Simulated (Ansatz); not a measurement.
System: rock-salt MgS. Method: G0W0@PBE0 in Ansatz (hard PAW, contour deformation, complete-basis limit).

Run with largest k mesh 10×10×10 (not extrapolated in the mesh).

Cell (measured lattice):

```cif
data_MgS
_chemical_formula_sum 'Mg1 S1'
_space_group_name_H-M_alt 'P 1'
_space_group_IT_number 1
_cell_length_a 3.67929
_cell_length_b 3.67929
_cell_length_c 3.67929
_cell_angle_alpha 60.000
_cell_angle_beta 60.000
_cell_angle_gamma 60.000
loop_
_space_group_symop_operation_xyz
  'x, y, z'
loop_
_atom_site_label
_atom_site_type_symbol
_atom_site_fract_x
_atom_site_fract_y
_atom_site_fract_z
_atom_site_occupancy
Mg1 Mg 0.00000 0.00000 0.00000 1
S1 S 0.50000 0.50000 0.50000 1
```

Task: Give the computed band gap.

Result: 
- band gap = 5.06 eV (indirect)

Note: GW on a hybrid start was not checked against another program; cell and atoms aren't relaxed at this level; the gap holds a correction of +0.29 eV to the complete basis.

Static lattice: no zero-point or thermal effects.

Ansatz is a first-principles code.
